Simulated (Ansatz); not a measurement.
# SiPO (quartet): the correlation ladder, cc-pVDZ

One table from this session's results is given with a row withheld; the runs are named, their logs left out.

The runs use Ansatz 0.2.0, Gaussian basis; cc-pVDZ, core rule «outside noble gas», up to 11 orbitals frozen.

Plan: UHF; CCSD(T) on ROHF; CCSD(T) on UHF; BCCD(T) on ROHF; CISD as a restricted active space (open shells left free, so some higher excitations enter); CCSDT(Q) on ROHF; CCSDT(Q) on UHF.

34 further runs of the same task are left out: 8 for a known fault of the program, 13 that didn't finish, 13 set aside as unsound or not needed. Runs told in other sessions of the task aren't counted.

## The geometry

The geometry is a PBE0/def2-TZVP stationary point (not a proven minimum) of the parent state, kept for this charge and spin.

3 atoms, charge 0, spin multiplicity 4.

Atoms are counted from 1 here; the program's logs count them from 0.

Bond lengths: P1–O2 1.620 Å, O2–Si3 1.627 Å. Angles: P1–O2–Si3 180.0°.

The first run:

in.yaml reads:

```yaml
crystal:
  periodic: [false, false, false]
  atoms:
    - {symbol: P, position_ang: [0.000000, 0.000000, -1.622100]}
    - {symbol: O, position_ang: [0.000000, 0.000000, -0.002600]}
    - {symbol: Si, position_ang: [0.000000, 0.000000, 1.624700]}
basis:
  gaussian: {orbitals: cc-pVDZ}
magnetization: {spin_polarized: true, initial_magnetization: 3}
hamiltonian: {xc: hf}
output: {orbitals: {seedname: orbitals}}
```

The run is started by

```bash
$ ansatz run in.yaml --threads 1 --pin off --events-out ev --progress --plain --max-ram 2393MiB
```

Among the steps run: UHF; CCSD(T) on ROHF; CCSD(T) on UHF; BCCD(T) on ROHF; CISD as a restricted active space (open shells left free, so some higher excitations enter); CCSDT(Q) on ROHF; CCSDT(Q) on UHF.

One of the session's tables, all rows but one given; the rest of the session is left out.

```
   method  from UCCSDT(Q) (kJ/mol)
     ROHF                   +956.8
      UHF                   +928.4
     RMP2                   +108.0
     UMP2                        ?
     CISD                   +127.6
    RCCSD                    +31.6
    UCCSD                    +31.0
 RCCSD(T)                     +5.1
 UCCSD(T)                     +5.2
  BCCD(T)                     +4.7
   RCCSDT                     +2.8
   UCCSDT                     +2.8
RCCSDT(Q)                     +0.4
UCCSDT(Q)                        0
```

**Question.** Estimate the row for UMP2.

As computed: from UCCSDT(Q) (kJ/mol): +112.6. In the column «from UCCSDT(Q) (kJ/mol)» it lies between RMP2 (+108.0) and CISD (+127.6).

To keep in mind: Restricted and unrestricted rows rest on different reference determinants; a gap between their highest levels can come from leftover correlation error, from unlike frozen cores or from another state.
